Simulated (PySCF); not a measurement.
# Electron affinity of Si by level of theory

Si⁻ [Ne] 3s2 3p3 (4S) → Si [Ne] 3s2 3p2 (3P), as a difference of total energies. Computed with PySCF 2.14 in aug-cc-pV(T+d)Z with one added diffuse shell each of s, p, d, f type (7s6p5d3f, 71 functions), with no relativity, point nucleus. Correlated levels: valence: [Ne] frozen. The calculations carry no spin-orbit coupling.

```
           method  electron affinity (eV)
              UHF                   0.853
    MP2 (valence)                   1.391
SCS-MP2 (valence)                   1.209
   CCSD (valence)                   1.328
CCSD(T) (valence)                   1.389
```

Task: How much does correlation contribute at CCSD(T) (valence)?

Result: 1.389 − (0.853) = 0.536 eV, measured against UHF.

A first-order spin-orbit estimate (lowest level to lowest level, LS coupling) adds -0.016 eV.

Errors of the correlated levels include the incompleteness of this basis and the frozen core.

For comparison: 1.390 eV (measured; photodetachment measurements, as compiled on the Wikipedia data page of electron affinities).
